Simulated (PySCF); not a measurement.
# Accurate constants of BCl, step by step

What constants does extrapolated CCSD(T) give for BCl, and what does each step add?

The runs use PySCF 2.14.0; CCSD(T) on RHF, no relativity in the base curves; scalar relativity is added as a correction.

## (1) The job

* molecule: BCl
* state: singlet, unpaired electrons none
* smaller basis: B cc-pVTZ, Cl cc-pV(T+d)Z
* larger basis: B cc-pVQZ, Cl cc-pV(Q+d)Z
* frozen core orbitals: 6
* extrapolation: correlation as n⁻³ (n = 3, 4), Hartree–Fock as (n+1)·exp(−9√n)
* corrections: core–valence correlation, scalar relativity
* distances (Å): 1.5193, 1.5884, 1.6575, 1.7265, 1.7956, 1.8819, 1.9682
* masses (u): 11.0093, 34.9689
* dissociation limit: B + Cl

Command:

```sh
$ OMP_NUM_THREADS=4 python comp.py task.json out
```

## (2) Coupled cluster at each distance

What does the calculation give? Wanted: for each run, Re; ωe; ωexe; αe; De.

The runs gave:

| level | Re (Å) | ωe (cm⁻¹) | ωexe (cm⁻¹) | αe (cm⁻¹) | De (eV) |
| --- | --- | --- | --- | --- | --- |
| CCSD(T)/cc-pVTZ(-PP) | 1.7271 | 839.6 | 5.28 | 0.00654 | 5.146 |
| CCSD(T)/cc-pVQZ(-PP) | 1.7231 | 837.9 | 5.37 | 0.00667 | 5.249 |
| HF/CBS | 1.7168 | 853.9 | 5.61 | 0.00670 | 3.793 |
| MP2/CBS | 1.7091 | 857.9 | 5.53 | 0.00677 | 5.533 |
| CCSD/CBS | 1.7190 | 843.8 | 5.40 | 0.00667 | 5.124 |
| CCSD(T)/CBS | 1.7218 | 836.8 | 5.40 | 0.00672 | 5.321 |
| CCSD(T)/CBS+CV | 1.7164 | 842.6 | 5.46 | 0.00676 | 5.343 |
| CCSD(T)/CBS+CV+SR | 1.7157 | 842.1 | 5.44 | 0.00677 | 5.339 |

**Reading.** The last step gives Re = 1.7157 Å, ωe = 842.1 cm⁻¹ and De = 5.339 eV; the smaller basis alone is off from it by +11.4 mÅ and -0.19 eV. Near the minimum the mean field binds by 3.79 eV and correlation adds 1.53 eV of binding. T1 is 0.016. Spin–orbit coupling and excitations beyond (T) are left out.
